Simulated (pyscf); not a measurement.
Routes from Cl–SiH•–Cl + water (H₂O)

Candidate steps break at most two bonds and form at most two. Each was searched with GFN2-xTB (tblite) first. Single points on ωB97X-D3(BJ)/def2-SVP structures (PySCF, gas phase). Energies: ωB97M-D3(BJ)/def2-TZVP, kcal/mol, from the separated reactants, doublet surface.

| products | type | ΔE‡ | ΔE | ΔG‡ 298 K | ΔG‡ 900 K | ν‡ (cm⁻¹) |
|---|---|---|---|---|---|---|
| HO–SiH(Cl)–Cl + H• | substitution at O | 19.7 | -11.0 | 26.0 | 45.6 | 1897i |
| HO–Si•(Cl)–Cl + H₂ | four-centre exchange | 23.0 | -19.6 | 31.0 | 52.4 | 1418i |

Row 1: On the reactant side the descent ends in a complex (not fully relaxed), 5.1 kcal/mol under the separated species and 28.2 kcal/mol under the saddle at ωB97X-D3(BJ)/def2-TZVP. 

Plain bond fissions and candidates not yet searched are not listed, and one of them may be faster. Each barrier is that of the saddle found; lower ones may exist.
